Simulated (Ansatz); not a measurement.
# PH₄+ (singlet): the correlation ladder, cc-pVTZ

An exercise on one series of results from a longer session: the logs are not shown, and one member is left open.

Method: cc-pVTZ, core rule «outside noble gas», up to 5 orbitals frozen; program: Ansatz 0.2.0, Gaussian basis.

To be run: UHF; CCSD(T) on RHF; BCCD(T) on RHF; CCSDT(Q) on RHF; CASSCF and NEVPT2, 8 electrons in 8 orbitals.

10 further runs of the same task are left out: 4 that didn't finish, 6 set aside as unsound or not needed.

### The geometry

The geometry is a PBE0/def2-TZVP stationary point (not a proven minimum).

5 atoms, charge 1, spin multiplicity 1.

Atoms are counted from 1 here; the program's logs count them from 0.

Bond lengths: P1–H2 1.401 Å, P1–H3 1.401 Å, P1–H4 1.401 Å, P1–H5 1.401 Å. Angles: H2–P1–H3 109.5°, H2–P1–H4 109.5°, H2–P1–H5 109.5°, H3–P1–H4 109.5°, H3–P1–H5 109.5°, H4–P1–H5 109.5°.

Set-up of the first run:

The input, in.yaml:

```yaml
crystal:
  periodic: [false, false, false]
  atoms:
    - {symbol: P, position_ang: [0.000000, 0.000000, 0.000000]}
    - {symbol: H, position_ang: [0.807173, 0.810283, 0.808501]}
    - {symbol: H, position_ang: [-0.810979, -0.806178, 0.808796]}
    - {symbol: H, position_ang: [-0.806323, 0.807018, -0.812604]}
    - {symbol: H, position_ang: [0.810129, -0.811123, -0.804693]}
basis:
  gaussian: {orbitals: cc-pVTZ}
total_charge: 1
magnetization: {spin_polarized: true, initial_magnetization: 0}
hamiltonian: {xc: hf}
output: {orbitals: {seedname: orbitals}}
```

The run is started by

```sh
> ansatz run in.yaml --threads 1 --pin off --events-out ev --progress --plain --max-ram 2393MiB
```

Among the steps run: UHF; CCSD(T) on RHF; BCCD(T) on RHF; CCSDT(Q) on RHF; CASSCF and NEVPT2, 8 electrons in 8 orbitals.

One table of the session follows, with a row left open; its other results are not shown here.

| method | from RCCSDT(Q) (kJ/mol) |
| --- | --- |
| RHF | +512.9 |
| RMP2 | ? |
| RCCSD | +15.4 |
| RCCSD(T) | +2.4 |
| BCCD(T) | +2.3 |
| RCCSDT | +0.4 |
| RCCSDT(Q) | 0 |
| CASSCF valence | +348.6 |
| NEVPT2 valence | +101.6 |

Q: Estimate the row for RMP2 from the others.

The run gave: from RCCSDT(Q) (kJ/mol): +92.8. In the column «from RCCSDT(Q) (kJ/mol)» it lies between RCCSD (+15.4) and NEVPT2 valence (+101.6).
